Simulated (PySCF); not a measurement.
**Orbital energies and ionisation energy**

Species: C₅H₈.
Geometry (PBE0-D3(BJ)/def2-TZVP, Å), atoms numbered from 1 in this order:
```
atom  x, y, z in Å
C1     1.9300   -0.0768   -0.4819
C2     0.9904    0.5480    0.2257
C3    -0.4258    0.1984    0.2511
C4    -1.2697    0.9208    0.9931
C5    -0.8913   -0.9667   -0.5633
H6     1.7058   -0.9268   -1.1160
H7     2.9629    0.2467   -0.4474
H8     1.2731    1.3956    0.8455
H9    -0.9165    1.7631    1.5778
H10   -2.3286    0.6936    1.0372
H11   -1.9629   -1.1248   -0.4428
H12   -0.3721   -1.8831   -0.2683
H13   -0.6844   -0.8093   -1.6257
```

Level: wB97X-D/aug-cc-pVTZ (PySCF). Frontier orbitals with their largest atomic shares (Löwdin; up to four atoms above 4 %):

```
orbital  ε (eV)                            main atoms
 HOMO−3  -12.36    C5 30 %, C3 15 %, C4 15 %, H11 9 %
 HOMO−2  -11.47    C2 19 %, C3 17 %, C1 13 %, C5 13 %
 HOMO−1  -10.75    C2 26 %, C3 18 %, C1 17 %, C5 11 %
   HOMO   -8.48                                     ?
   LUMO    0.82    C4 23 %, C1 22 %, C3 14 %, C2 14 %
 LUMO+1    0.89  H7 17 %, H11 12 %, H9 12 %, H13 12 %
 LUMO+2    1.01   H10 28 %, H7 27 %, H6 15 %, H9 13 %
```

Q: What vertical ionisation energy does ΔSCF give, and how far is −ε(HOMO) from it?

A: ΔSCF: 8.68 eV (838 kJ/mol; threshold wavelength 143 nm); ⟨S²⟩ of the doublet left behind is 0.784, against 0.75 for a pure doublet. −ε(HOMO) is 8.48 eV, 0.20 eV below it. In exact Kohn–Sham theory the two would be equal; wB97X-D (range-separated hybrid) comes within 0.20 eV of that here.

Q: On which atoms does the HOMO lie?

A: C4 (terminal =CH2 carbon) 25 %, C1 (terminal =CH2 carbon) 21 %, C3 (fully substituted alkene carbon) 18 %, C2 (alkene CH carbon) 15 %, so no atom holds as much as 40 %. The HOMO−1 lies 2.27 eV lower.

Q: What kinetic energy would electrons from this vertical process carry with He I light (21.218 eV)?

A: 21.22 − 8.68 = 12.54 eV.

Q: Shift the occupied levels rigidly so that −ε(HOMO) equals the ΔSCF value. What binding energies result?

A: The shift is +0.20 eV: HOMO 8.68, HOMO−1 10.95, HOMO−2 11.67, HOMO−3 12.56 eV. A rigid shift is only a rough guide to the deeper ionisations.

Geometry: PBE0-D3(BJ)/def2-TZVP, one conformer, isolated molecule.
